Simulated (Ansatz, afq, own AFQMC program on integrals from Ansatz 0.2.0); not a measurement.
Integrals from Ansatz 0.2.0, then the random walk in our own AFQMC program (afq).

```yaml
crystal:
  periodic: [false, false, false]
  atoms:
    - {symbol: Ge, position_ang: [-0.918603, 0.000000, 0.000000]}
    - {symbol: H, position_ang: [-1.430053, 1.446599, 0.000000]}
    - {symbol: H, position_ang: [-1.430053, -0.723300, 1.252792]}
    - {symbol: H, position_ang: [-1.430053, -0.723299, -1.252792]}
    - {symbol: H, position_ang: [0.722397, 0.000000, 0.000000]}
    - {symbol: N, position_ang: [3.238481, 0.000000, 0.000000]}
    - {symbol: C, position_ang: [2.078397, 0.000000, 0.000000]}
basis:
  gaussian: {orbitals: cc-pVDZ}
magnetization: {spin_polarized: true, initial_magnetization: 1}
correlation: {method: ccsd_t, electrons: outside_noble_gas, hamiltonian_folder: ham}
```

```sh
$ ansatz run in.yaml --threads 1 --pin off --events-out ev --progress --plain --max-ram 24576MiB --backend cuda --devices 0, --max-vram 18GiB
```

Options of the walk:

```
--method phaseless --trial hf --walkers 4000 --populations 20 --least-time 40 --time-step 0.005 --steps-per-block 20 --equilibration-blocks 112 --max-blocks 4000 --target-error 0.0012000 --factor-cut 1e-05 --start spin_pure --seed 865 --taylor-order 6
```

Times are imaginary, in 1/Eh. The walk had a cap of 65 s. With eight or more populations the least sampling time is a fifth of least-time, and the error comes from their spread. Filled inner d shells are frozen with the cores.

Log:

```
orbitals 59  electrons 9 8  factors 477 of 768
reference energy -2169.85731914 Eh
CCSD correlation -0.41892942 Eh in 13 cycles, weight of the determinant in the CISD state 0.7834
energy of the start -2169.866319 Eh
 block  time / (1/Eh)  mean weight  energy / Eh
     1     0.100  1.0015  -2169.962435
     2     0.200  1.0023  -2170.032489
     3     0.300  1.0031  -2170.088040
     4     0.400  1.0030  -2170.130197
     5     0.500  1.0020  -2170.158619
     8     0.800  1.0014  -2170.212496
    19     1.900  1.0001  -2170.277600
    46     4.600  0.9996  -2170.296899
    73     7.300  1.0000  -2170.289571
   100    10.000  0.9994  -2170.306759
   127    12.700  0.9997  -2170.291783
   154    15.400  0.9999  -2170.296167
   181    18.100  1.0003  -2170.303922
   190    19.000  0.9999  -2170.286524
   208    20.800  1.0000  -2170.289188
   235    23.500  0.9997  -2170.298985
   262    26.200  1.0000  -2170.299552
   289    28.900  1.0003  -2170.302050
   298    29.800  1.0002  -2170.311620
   316    31.600  0.9996  -2170.294620
   343    34.300  0.9999  -2170.289543
   361    36.100  0.9999  -2170.290245
error from the spread of 20 populations
energy -2170.296516 +/- 0.001121 Eh
(rows thinned)
```

The run passed its tests (sampling time, drift between the halves within three errors, error under three times the target), which doesn't prove that it has relaxed.

Against this walk (error 30.5 meV) on the same determinant: CCSD(T) 126.1 meV higher, CCSDT(Q) 34.3 meV higher (within the noise), a separate phaseless walk with a CISD trial and standard settings 48.6 ± 31.4 meV higher (within the noise). The error is statistical and leaves out the bias of the constraint. The determinant has ⟨S²⟩ = 0.98, so the low cluster orders mix in higher spin (the high orders can go on to a lower state of that spin), while the walk starts as a pure doublet. None of these is a sure reference here.

Cautions: constraint bias not in the error; no relativity below Rb; no spin-orbit coupling; inner d shell frozen; higher spins were not checked; raised T1 diagnostic (T1 0.041, weight of the determinant 0.78, largest double 0.08); unrestricted determinant spin contaminated (⟨S²⟩ 0.98 against 0.75).

The walk took 58 s on 1 × NVIDIA H100 80GB HBM3 with 2 threads of AMD EPYC 7R13 Processor (Zen 3), on a shared host (the card was shared). The log's last line is the phaseless energy.

CCSDT and higher add their correlation energy to the determinant of the CCSD(T) run, since their own runs factorise the integrals more tightly (a shift of under 2 meV). A walk keeps the symmetry of its determinant, which the program's search chose and which needn't be the lowest solution, so a lower state of the same spin and another symmetry isn't excluded.
